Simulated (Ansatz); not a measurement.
## Elastic constant C13 of some elemental solids other than molecular ones

Method: r²SCAN in Ansatz (PAW). References are measured values corrected to a static lattice or taken at low temperature (these still hold zero-point motion).

Values in GPa.

```
solid   reference  r²SCAN  error (%)
------  ---------  ------  ---------
hcp Zr       64.6    63.3       -2.0
hcp Mg       21.7    20.3       -6.5
hcp Ti         68    77.4      +13.8
hcp Os       218†     232       +6.4
hcp Y          19    19.7       +3.7
hcp Be        11§    1.91        -83
hcp Zn       52.8    53.2       +0.8
```

Over these 7 solids the mean error is -9.5 %, the mean absolute error 16.5 % (median 6.4 %), and the worst case hcp Be at -83 % (its reference is marked and can be at fault), while the 5 unmarked rows have a mean absolute error of 5.3 %; the value is too high in 4 of 7 cases.

All these references are low-temperature values that still hold zero-point motion.

Spin–orbit coupling is left out, also for the solids with elements from indium on (hcp Os); its size isn't shown.

† marks references with one source in our tables, § those from which another value on file, of any temperature, differs by over 15 %.

Differences are worked out from the printed values.

Each level is taken at its own relaxed cell. Ansatz's density-functional and Hartree–Fock values are scalar-relativistic unless marked +SOC, with PAW data made under PBE.

Ansatz's runs of these crystals have no spin polarisation. A magnetic state wasn't tried for hcp Ti, hcp Y with meta-GGA or hybrid levels, which favour moments.

Not in this set, of the elemental solids other than molecular ones with a reference value in our tables and a result at some level: 8 for a reference at room or unstated temperature (hcp Cd, hcp Co, body-centred tetragonal In, hcp Re, hcp Ru and 3 more). These can be a level's worst cases. Values held back for tests aren't counted. Layered and molecular crystals are counted apart. The metals Ce to Yb are counted apart.

References as tabulated in Clouet (2012), arXiv:1210.1082; Ibrahim et al. (2023), arXiv:2305.03577; Ferrari et al. (2019), arXiv:1905.01197; Liu et al. (2023), arXiv:2002.00005 and others.

Ansatz is a program for electronic structure.
